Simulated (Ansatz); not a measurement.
Chalcopyrite ZnGeP₂ was calculated with BLYP (plane waves, PAW; Ansatz, a quantum-chemistry and plane-wave program).

Settings: plane-wave cutoff 520 eV, 10×10×10 k mesh, Fermi–Dirac smearing 0.01 eV, scalar-relativistic PAW data made under PBE.

On both sides of the equilibrium volume: at 21.249 Å³/atom the pressure is 1.31 GPa and the direct gap at Γ 0.810 eV; at 22.117 Å³/atom they are -1.17 GPa and 0.547 eV. The fitted bulk modulus is 61.7 GPa.

**Question.** Work out the volume deformation potential of this gap and its pressure coefficient, in two ways.

**Answer.** a_V = dE_g/d ln V = (0.547 − 0.810)/ln(22.117/21.249) = -6.57 eV. Since dP = −B d ln V, dE_g/dP = −a_V/B = 106 meV/GPa. Straight from the pressures: (0.810 − 0.547)/(1.31 − (-1.17)) = 106 meV/GPa. At this level and over this range the gap at Γ widens under pressure.

Spin–orbit coupling is not included.

Note: the bulk modulus comes from volumes at which shape and atoms were relaxed.
